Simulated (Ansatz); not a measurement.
Cost and result up the ladder for Mg3H3 (6 atoms). The state is a doublet with charge 0. Geometry: PBE-D4/def2-TZVP.

```xyz
6

Mg   -1.364   -0.306   -0.413
Mg   -0.364    0.873    2.495
Mg    1.451   -0.187   -0.064
H     3.156   -0.083    0.092
H    -3.059   -0.352   -0.671
H     0.181    0.055   -1.439
```

Ansatz on 4 threads of Arm Neoverse V2 on a shared host. Times are rough, and most runs start from the orbitals of an earlier one. r2SCAN0-D4/def2-TZVP serves as the yardstick here, not as an exact answer. Binding counts from free atoms at the same level (Mg singlet, H doublet; other spins of the atoms weren't run), without zero-point energy or a counterpoise term.

Correlated methods freeze 3 core orbitals; core or outer-core shells of Mg are correlated, in sets that lack core-valence functions. Another isomer (doublet) lies 0.47 eV lower at PBE0-D4/def2-TZVP; other spin states weren't run for this one.

Correlated methods converge slowly with the basis.

```json
{"level": "PBE-D4/def2-TZVP (with forces)", "functions": "114", "wall time": "1.1 s", "binding energy per atom (eV)": "1.20", "difference from r2SCAN0-D4/def2-TZVP (eV)": "-0.07", "remarks": "–"}
{"level": "BLYP-D4/def2-TZVP", "functions": "114", "wall time": "1.2 s", "binding energy per atom (eV)": "1.18", "difference from r2SCAN0-D4/def2-TZVP (eV)": "-0.09", "remarks": "–"}
{"level": "PBE0-D4/def2-TZVP", "functions": "114", "wall time": "1.6 s", "binding energy per atom (eV)": "1.20", "difference from r2SCAN0-D4/def2-TZVP (eV)": "-0.07", "remarks": "–"}
{"level": "r2SCAN-D4/def2-TZVP", "functions": "114", "wall time": "2.7 s", "binding energy per atom (eV)": "1.29", "difference from r2SCAN0-D4/def2-TZVP (eV)": "0.02", "remarks": "–"}
{"level": "r2SCAN0-D4/def2-TZVP", "functions": "114", "wall time": "2.9 s", "binding energy per atom (eV)": "1.27", "difference from r2SCAN0-D4/def2-TZVP (eV)": "0.00", "remarks": "–"}
{"level": "CCSD(T)/def2-TZVPP", "functions": "138", "wall time": "81 s", "binding energy per atom (eV)": "1.14", "difference from r2SCAN0-D4/def2-TZVP (eV)": "-0.13", "remarks": "spin-contaminated (⟨S²⟩ 0.86)"}
```
